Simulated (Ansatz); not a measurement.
We consider anatase TiO₂ (metastable phase), described by HSE06 (PAW; Ansatz, a program for electronic structure).

Numerical settings: plane-wave cutoff 460 eV, 8×8×8 k mesh, Fermi–Dirac smearing 0.01 eV, no spin polarisation, scalar-relativistic PAW data made under PBE.

Computed at the level's own relaxed cell.

Problem. Estimate the lattice parameter c, smallest direct gap on the k points sampled, Γ–Γ gap and band gap that the calculation returns.

Solution. 
- lattice parameter c = 9.585 Å
- smallest direct gap on the k points sampled = 4.03 eV
- Γ–Γ gap = 4.18 eV
- band gap = 3.71 eV (indirect)

Measured, for comparison: lattice parameter c 9.514 Å (room temperature, not corrected to a static lattice; as tabulated in Horn, Schwerdtfeger, Meagher, Refinement of the structure of anatase at several …). Computed (rounded) less measured: lattice parameter c +0.7 %.

The computed numbers hold no vibrational or temperature effects.

Computing time: about 2.8 core-hours (a rough figure).
